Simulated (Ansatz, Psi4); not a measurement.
**Worked example: the enthalpy of formation of C2H6 (ethane)**

C2H6: 8 atoms, total charge 0, spin state singlet. SMILES: `CC`. The shape was relaxed beforehand at PBE0/def2-TZVP.

```xyz
8

C    -0.3206    0.1037   -0.6771
C     0.3311   -0.1655    0.6678
H     0.0665   -0.5651   -1.4495
H    -1.4028   -0.0396   -0.6322
H    -0.1397    1.1284   -1.0105
H    -0.0559    0.5034    1.4402
H     1.4134   -0.0221    0.6230
H     0.1503   -1.1901    1.0013
```

Total energies at CCSD(T)/CBS estimate, 2 core orbitals frozen (Psi4 1.11); the atoms run unrestricted:

```tsv
species	state	energy (Eh)
C2H6	singlet	-79.718959
C	triplet	-37.791683
H	doublet	-0.500000
```

Harmonic wavenumbers at PBE0-D4/def2-TZVP, in cm⁻¹: 309, 822, 822, 1026, 1216, 1217, 1398, 1417, 1495, 1495, 1497, 1497, 3049, 3050, 3106, 3106, 3131, 3131.

Measured heats of formation of the gaseous atoms at 298.15 K, in kJ/mol: C 716.9, H 218.0. Take 1 Eh = 2625.50 kJ/mol, 1 cm⁻¹ = 0.0119627 kJ/mol, RT = 2.479 kJ/mol.

Problem. Work out the heat of formation of the gas at 298 K.

Solution. 
1. Electronic atomisation energy: 2 × (-37.791683) + 6 × (-0.500000) − (-79.718959) = 1.135593 Eh = 2981.5 kJ/mol.
2. Zero-point energy: half the sum of the wavenumbers, 16392 cm⁻¹ = 196.1 kJ/mol.
3. Thermal vibrational enthalpy, Σ hcν̃/(exp(hcν̃/kT) − 1): 1.7 kJ/mol. Translation, rotation and pV of a non-linear molecule: 4 RT = 9.9 kJ/mol.
4. The 8 free atoms carry 5/2 RT each: 49.6 kJ/mol.
5. Atomisation enthalpy at 298 K: 2981.5 − 196.1 − 1.7 − 9.9 + 49.6 = 2823.4 kJ/mol.
6. Sum of the atoms' heats of formation: 2741.8 kJ/mol. Heat of formation: 2741.8 − 2823.4 = -81.6 kJ/mol.

The tabulated value is -83.8 kJ/mol (Active Thermochemical Tables), so this level is off by +2.2 kJ/mol, or 0.1 % of the atomisation enthalpy that the table implies (2825.5 kJ/mol). Anharmonicity and any spin-orbit splitting of the molecule are left out, and so is core correlation.
